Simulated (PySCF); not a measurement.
# Argon: a sound run and one with changed settings

Sound run: Ar [Ar], Ar⁺ [Ne] 3s2 3p5. Calculation: PySCF 2.14, in def2-TZVP (5s5p2d1f, 37 functions); the non-relativistic Hamiltonian (point nucleus). In the sound run the correlated levels freeze [Ne]. The sound run starts from symmetry-adapted Hartree-Fock orbitals and uses a fine grid where one is needed.

Changed run: the spin-free X2C one-electron Hamiltonian (Gaussian nucleus). This setting is unsound on purpose.

```tsv
species	method	sound run (hartree)	changed run (hartree)	converged
Ar	UHF	-526.80276	-528.39730	yes
Ar	M06-L	-527.52752	-529.12566	yes
Ar	MN15	-527.45750	-529.07473	yes
Ar	MP2	-527.00599	-528.60060	yes
Ar	CCSD(T)	-527.03182	-528.62633	yes
Ar⁺	UHF	-526.26721	-527.86222	yes
Ar⁺	M06-L	-526.94605	-528.54474	yes
Ar⁺	MN15	-526.87680	-528.49469	yes
Ar⁺	MP2	-526.42970	-528.02469	yes
Ar⁺	CCSD(T)	-526.46080	-528.05565	yes
```

Ionisation energy of Ar:

```tsv
method	sound run (eV)	changed run (eV)
UHF	14.573	14.560
M06-L	15.823	15.808
MN15	15.802	15.783
MP2	15.682	15.671
SCS-MP2	15.578	15.567
CCSD	15.498	15.488
CCSD(T)	15.538	15.529
```

Most of the change in total energy is the relativistic energy itself. On top of that the contraction fixes the core shape for the Hamiltonian it was made with, so the changed run is not a good calculation with the other Hamiltonian either.

For comparison, NIST gives 15.760 eV between the lowest levels.
